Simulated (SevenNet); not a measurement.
## bcc Li

Computed with the machine-learned potential SevenNet-l3i5 (trained on PBE and PBE+U data).

Cell: relaxed at this level.

```yaml
lattice_constant_a: 3.426 Å
volume_per_atom: 20.11 Å³/atom
vacancy_formation_energy: 0.32 eV
```

Measured, for comparison: lattice constant a 3.449 Å (low-temperature or extrapolated to 0 K; zero-point anharmonic expansion removed, our sources range from 3.443 to 3.453; as tabulated in Csonka et al. (2009), arXiv:0903.4037); equilibrium volume per atom 20.51 Å³/atom (low-temperature or extrapolated to 0 K; zero-point anharmonic expansion removed; as tabulated in Csonka et al. (2009), arXiv:0903.4037); vacancy formation energy 0.4 eV (no zero-point or thermal correction, monovacancy; as tabulated in Riffe and Christensen (2024), arXiv:2406.09527). Computed (rounded) less measured: lattice constant a -0.7 % (-0.5 % to -0.8 % over the range), equilibrium volume per atom -2.0 %, vacancy formation energy within the reference's last digit.

A machine-learned potential is trained on density-functional data: it inherits that level's misses and adds fitting errors of its own.

Note: the model gives imaginary modes for this phase (in the spectrum interpolated from a supercell); the model's elastic tensor is not positive definite here; this model's volume lies 5 % below that of the starting cell (a measured, published or database cell).
